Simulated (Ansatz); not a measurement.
Rock-salt HfC, treated with RPBE (Ansatz, a program for electronic structure, PAW).

Settings: plane-wave cutoff 520 eV, 24×24×24 k mesh, Fermi–Dirac smearing 0.065 eV (set by the program), scalar-relativistic PAW data made under PBE.

Computed at the level's own relaxed cell.

Hill averages of the elastic tensor: K = 223.6 GPa, G = 175.3 GPa. Volume 12.799 Å³/atom, mean atomic mass 95.250 u.

Problem. Work out the density, the sound velocities of a polycrystal and the elastic Debye temperature, and Pugh's ratio at this level.

Solution. ρ = 1.66054 × 95.250/12.799 = 12.358 g/cm³. v_l = √[(K + 4G/3)/ρ] = 6.083 km/s and v_t = √(G/ρ) = 3.766 km/s. The mean follows from 3/v_m³ = 1/v_l³ + 2/v_t³: v_m = 4.153 km/s. Θ_D = (ħ/k_B) v_m (6π²/V)^(1/3) = 76.38 K Å s/km × 4.153 × 1.6663 Å⁻¹ = 529 K, counting all atoms of the cell. K/G = 1.28, to be set beside Pugh's rough bound of 1.75 between brittle and ductile metals.
